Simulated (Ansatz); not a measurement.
Mulliken charges of `C#CC(F)CCl` from r2SCAN/def2-TZVPP in Ansatz (PBE0-D4/def2-TZVP geometry).

| atom | x (Å) | y (Å) | z (Å) | charge (e) |
| --- | --- | --- | --- | --- |
| C1 | 0.499 | -1.464 | -1.705 | 0.183 |
| C2 | 0.126 | -0.957 | -0.685 | -0.380 |
| C3 | -0.326 | -0.330 | 0.546 | 0.103 |
| F4 | 0.250 | -0.961 | 1.638 | -0.221 |
| C5 | 0.050 | 1.140 | 0.642 | 0.007 |
| Cl6 | -0.829 | 2.090 | -0.565 | -0.153 |
| H7 | 0.830 | -1.916 | -2.610 | 0.239 |
| H8 | -1.412 | -0.437 | 0.640 | 0.054 |
| H9 | -0.222 | 1.511 | 1.629 | 0.088 |
| H10 | 1.117 | 1.273 | 0.475 | 0.081 |

Task: By hand: the dipole of these point charges (1 e Å = 4.8032 D).

Result: Σ q r = (0.275, -0.283, -0.674) e Å, of length 0.781 e Å = 3.75 D.

Task: How does the dipole of the full density compare? (Best estimate.)

Result: The calculation gave: (0.039, -0.005, -0.048) e Å, 0.30 D; the point charges give 12.50 times that, at 23° from its direction.

Point charges leave out the atoms' own dipoles, such as those of lone pairs, and Mulliken's split depends on the basis, so the two needn't agree.
